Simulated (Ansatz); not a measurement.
C2H7NO2, SMILES `NC(O)CO`, relaxed with RKS PBE-D4/def2-SVP in Ansatz 0.2.0 from a rough embedded geometry. The force threshold is 0.03 eV/Å; the program also tests the step.

The species carries charge 0 and has multiplicity 1.

Start:

```xyz
12

N     0.335   -0.677   -1.183
C     0.573   -0.410    0.158
O    -0.205   -1.323    0.853
C     0.097    1.049    0.541
O    -1.205    1.265    0.139
H     0.783   -1.610   -1.434
H    -0.668   -0.907   -1.332
H     1.576   -0.569    0.427
H    -1.087   -0.912    1.048
H     0.236    1.178    1.603
H     0.797    1.749   -0.002
H    -1.232    1.169   -0.817
```

```
step  energy (eV)  largest force (eV/Å)  largest move (Å)
   1   -7756.6578                 3.335             0.000
   2   -7757.1436                 1.133             0.126
   3   -7757.2068                 0.378             0.054
   4   -7757.2193                 0.147             0.046
   5   -7757.2251                 0.164             0.068
   6   -7757.2282                 0.312             0.130
   7   -7757.2338                 0.123             0.046
   8   -7757.2356                 0.041             0.048
   9   -7757.2368                 0.035             0.051
  10   -7757.2368                 0.024             0.009
```

End:

```xyz
12

N     0.504   -0.732   -1.230
C     0.550   -0.455    0.197
O    -0.254   -1.310    1.002
C     0.136    0.999    0.466
O    -1.275    1.150    0.293
H     0.738   -1.722   -1.378
H    -0.474   -0.650   -1.546
H     1.600   -0.602    0.530
H    -1.143   -0.895    0.974
H     0.344    1.240    1.528
H     0.716    1.697   -0.177
H    -1.442    1.280   -0.658
```

Hardware: 4 threads of an Arm Neoverse V1 on a shared host. Wall time 12 s, peak host memory 0.15 GiB.
